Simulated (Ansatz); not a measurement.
# Solid chlorine: band gap by level of theory

No measured value is used here.

```tsv
level (code)	value (eV)	cell (Å³/atom)
LDA (Ansatz)	2.31 (direct)	29.31
PBE (Ansatz)	[?]	29.31
PBE-D3(BJ) (Ansatz)	2.19	27.15
r²SCAN (Ansatz)	[?]	29.31
B3LYP (VWN-RPA form) (Ansatz)	4.39 (direct)	29.31
G0W0@HSE06+SOC (Ansatz)	6.58	29.31
```

Question: Fill in the missing entries.

Answer: 
- PBE (Ansatz, an electronic-structure program), value (eV): 2.48 (direct)
- r²SCAN (Ansatz), value (eV): 2.86 (direct)

Computed values are for a static lattice.  PBE-D3(BJ): the gap is read on the k mesh or supercell of the run alone and can be too large. G0W0@HSE06+SOC: GW on a hybrid start was not checked against another program. G0W0@HSE06+SOC: spin–orbit coupling enters as the shift of the gap found with a semilocal functional. Values are at the measured cell (atoms relaxed with PBEsol); PBE-D3(BJ) at the level's own equilibrium cell. Cutoffs and k meshes differ between the levels. Ansatz's density-functional and Hartree–Fock values are scalar-relativistic unless marked +SOC, with PAW data made under PBE.
